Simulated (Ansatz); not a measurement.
We consider MgSiP2 (I-42d, No. 122, 8 atoms in the cell), described by BLYP in Ansatz (PAW).

Numerical settings: plane-wave cutoff 520 eV, 8×8×8 k mesh, Fermi–Dirac smearing 0.01 eV, scalar-relativistic PAW data made under PBE.

Computed at the level's own relaxed cell.

```xyz
8
Lattice="-2.8841 2.8841 5.2740 2.8841 -2.8841 5.2740 2.8841 2.8841 -5.2740" Properties=species:S:1:pos:R:3 pbc="T T T"
Mg     0.0000     0.0000     0.0000
Mg     0.0000     2.8841     2.6370
Si     0.0000     0.0000     5.2740
Si     2.8841     0.0000     2.6370
P      1.2121     1.4421     6.5925
P      1.4421    -1.2121     3.9555
P      1.6720     1.4421     1.3185
P      1.4421     4.0963    -1.3185
```

**Question.** List the 22 lowest band energies at Γ above −25 eV (eV, relative to the valence band maximum), grouping those that round alike.

**Answer.** At Γ: -11.90, -9.27 (×2), -9.18, -8.00, -4.77, -3.73 (×2), -3.46, -2.84, -2.60, -1.48 (×2), -0.20 (×2), 0.00, 1.73, 2.47, 2.64, 3.77 (×2), 4.00.

Ansatz is a quantum-chemistry and plane-wave program.
